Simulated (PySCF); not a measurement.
## Choosing a basis for TDDFT

Oxetane, C3H6O.
Geometry (PBE0-D3(BJ)/def2-SVP, Å), atoms numbered from 1 in this order:
```xyz
10
C3H6O angstrom
C     -0.099    0.656   -0.441
C      1.058   -0.203    0.085
O      0.161   -1.154    0.649
C     -0.973   -0.370    0.291
H     -0.146    1.689   -0.070
H     -0.209    0.660   -1.534
H      1.721   -0.650   -0.677
H      1.690    0.283    0.851
H     -1.509    0.020    1.176
H     -1.694   -0.931   -0.330
```

TDDFT with PBE0 (PySCF), vertical singlets, core orbitals frozen in the response, spherical d and f functions. Isolated species at its PBE0-D3(BJ)/def2-SVP geometry, gas phase.

Problem. Compare 6-31G*, 6-31+G*, def2-SVP, aug-cc-pVDZ, def2-TZVP and def2-TZVPD for this molecule.

Solution. 

```tsv
basis	functions	diffuse	S1 (eV)	S2 (eV)	S3 (eV)	S4 (eV)	S5 (eV)	LUMO (eV)	α (au)
6-31G*	68	no	7.79	8.46	8.97	9.12	9.79	2.78	33.0
6-31+G*	84	yes	6.58	6.63	6.84	7.21	7.81	0.59	36.3
def2-SVP	86	no	7.52	7.82	8.31	8.53	9.29	1.92	33.7
aug-cc-pVDZ	146	yes	6.08	6.51	6.56	6.68	7.36	-0.02	40.4
def2-TZVP	160	no	7.09	7.29	7.81	8.08	8.87	1.37	38.3
def2-TZVPD	205	yes	6.39	6.75	6.94	7.28	7.89	0.42	40.3
```

States are compared by their number. Against the largest diffuse basis here (def2-TZVPD, itself not a converged limit), sets without diffuse functions differ by up to 1.40 eV in S1 and 1.90 eV in S5; the smaller diffuse sets differ by up to 0.31 and 0.53 eV. State by state, the largest deviation of a set without diffuse functions is S1 1.40, S2 1.71, S3 2.02, S4 1.83, S5 1.90 eV. The same number needn't mean the same state in each row. Against def2-TZVPD the polarisability deviates by -18% in 6-31G*, -10% in 6-31+G*, -16% in def2-SVP, 0% in aug-cc-pVDZ, -5% in def2-TZVP. A single + in a Pople set puts diffuse functions on heavy atoms only.
